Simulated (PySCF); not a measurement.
Geometries of 4 isomers of C4H4F2, from PySCF, PBE0-D3(BJ)/def2-SVP geometry optimisation, gas phase. One conformer each, no zero-point energy, no frequencies.

Problem. Which isomer lies lowest at this level?
A.
```xyz
10
angstrom
F     -2.137    1.194    0.076
C     -1.486   -0.005    0.020
C     -0.026    0.167    0.000
C      1.091    0.812   -0.012
F      1.718    1.956   -0.005
C      1.286   -0.642   -0.029
H     -1.776   -0.618    0.893
H     -1.808   -0.551   -0.887
H      1.608   -1.176    0.882
H      1.579   -1.157   -0.960
```
B.
```xyz
10
angstrom
C      1.843    0.046    0.484
C      0.572   -0.346    0.560
F      0.225   -1.451    1.221
C     -0.570    0.345   -0.040
C     -1.841   -0.046    0.036
F     -0.222    1.450   -0.701
H      2.630   -0.535    0.965
H      2.094    0.954   -0.063
H     -2.094   -0.953    0.582
H     -2.627    0.537   -0.445
```
C.
```xyz
10
angstrom
F     -2.549   -0.879    0.984
C     -2.055   -0.085   -0.017
C     -0.601   -0.021   -0.004
C      0.609    0.043    0.000
C      2.063    0.128    0.014
F      2.632   -0.522   -1.048
H     -2.394   -0.485   -0.989
H     -2.473    0.930    0.099
H      2.445   -0.316    0.950
H      2.374    1.187   -0.012
```
D.
```xyz
10
angstrom
F     -0.381   -1.691    1.163
C     -0.117   -0.935    0.059
C      1.129   -0.093    0.083
C      0.473    1.042   -0.203
C     -0.884    0.407   -0.067
F     -1.740    0.529   -1.123
H     -0.241   -1.560   -0.842
H      2.178   -0.346    0.256
H      0.782    2.063   -0.434
H     -1.424    0.654    0.862
```

Solution. B. That is `C=C(F)C(=C)F`, 9.3 kcal/mol below the next.

```csv
SMILES,atoms numbered as above,E (Eh),relative (kcal/mol),relative (kJ/mol),dipole (D)
C=C(F)C(=C)F,[CH2:1]=[C:2]([F:3])[C:4](=[CH2:5])[F:6],-353.82926,0.0,0.0,0.00
F[C@@H]1C=C[C@H]1F,[F:1][C@@H:2]1[CH:3]=[CH:4][C@H:5]1[F:6],-353.81445,9.3,38.9,1.80
FCC#CCF,[F:1][CH2:2][C:3]#[C:4][CH2:5][F:6],-353.78554,27.4,114.8,1.83
FCC1=C(F)C1,[F:1][CH2:2][C:3]1=[C:4]([F:5])[CH2:6]1,-353.76720,38.9,162.9,2.13
```

As drawn, the highest has a three-membered ring, which the lowest lacks.
